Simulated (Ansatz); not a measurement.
Relaxation of ClFH$_{2}$Si (5 atoms, charge 0, multiplicity 1), to a largest force component of 0.03 eV/Å in at most 50 steps.

Theory: RKS LDA/def2-SVP in Ansatz.

```xyz
5
Properties=species:S:1:pos:R:3
Si -0.101 0.003 -0.779
Cl 1.707 0.135 2.002
H 2.077 -0.125 0.738
H -1.080 1.138 -0.348
F -1.112 -1.257 -0.559
```

Question: Where does it end, and by what steps?

Answer: The run converged. After 13 steps the energy has fallen by 3.009 eV; H3 moved furthest, 1.44 Å. Parted: Cl2–H3 (1.34 → 2.90 Å). Joined: Si1–Cl2 (3.32 → 2.04 Å), Si1–H3 (2.66 → 1.50 Å).

```csv
step,energy less start (eV),largest force component (eV/Å),accepted
0,0.0000,0.912,yes
1,-0.0948,0.185,yes
2,-0.1542,0.340,yes
3,-0.2045,0.616,yes
4,-0.2285,1.031,yes
5,-0.2784,0.626,yes
6,-0.6470,1.560,yes
7,-1.4295,2.393,yes
8,-2.3209,1.592,yes
9,-2.8336,0.785,yes
10,-2.9087,1.899,yes
11,-3.0008,0.322,yes
12,-3.0057,0.173,yes
13,-3.0089,0.021,yes
```

```xyz
5
Properties=species:S:1:pos:R:3
Si 0.301 0.011 0.097
Cl 0.649 0.064 2.110
H 1.609 -0.121 -0.619
H -0.475 1.229 -0.295
F -0.593 -1.291 -0.237
```

Whether the end is a true minimum wasn't checked by a vibrational analysis.

Run time: 23 s on 1 thread of Arm Neoverse N1 (shared host), peak memory 0.12 GiB.
